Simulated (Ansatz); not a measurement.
**SO+ (quartet): the correlation ladder, def2-TZVPP**

One table from this session's results is given with a row withheld; the runs are named, their logs left out.

Computed with Ansatz 0.2.0, Gaussian basis. Level: def2-TZVPP, core rule «outside noble gas», up to 6 orbitals frozen.

To be run: UHF; ROHF; CCSD(T) on UHF.

### The geometry

The geometry is a PBE0/def2-TZVP stationary point (not a proven minimum) of the parent state, kept for this charge and spin.

2 atoms, charge 1, spin multiplicity 4.

Atoms are counted from 1 here; the program's logs count them from 0.

Bond lengths: O1–S2 1.415 Å.

Coordinates:

```xyz
2

O     0.0000    0.0000    0.0000
S     0.0000    0.0000    1.4151
```

Set-up of the first run:

File in.yaml:

```yaml
crystal:
  periodic: [false, false, false]
  atoms:
    - {symbol: O, position_ang: [0.000000, 0.000000, 0.000000]}
    - {symbol: S, position_ang: [0.000000, 0.000000, 1.415100]}
basis:
  gaussian: {orbitals: def2-TZVPP}
total_charge: 1
magnetization: {spin_polarized: true, initial_magnetization: 3}
hamiltonian: {xc: hf}
output: {orbitals: {seedname: orbitals}}
```

The run is started by

```
$ ansatz run in.yaml --threads 1 --pin off --events-out ev --progress --plain --max-ram 4096MiB --backend cpu
```

Among the steps run: UHF; ROHF; CCSD(T) on UHF.

One table of the session follows, with a row left open; its other results are not shown here.

```
  method  from UCCSD(T) (meV)
    ROHF                    ?
     UHF              +8827.2
    UMP2              +1139.5
   UCCSD               +289.5
UCCSD(T)                    0
```

Estimate the missing values for ROHF.

As computed: from UCCSD(T) (meV): +9232.1. In the column «from UCCSD(T) (meV)» it is the highest.
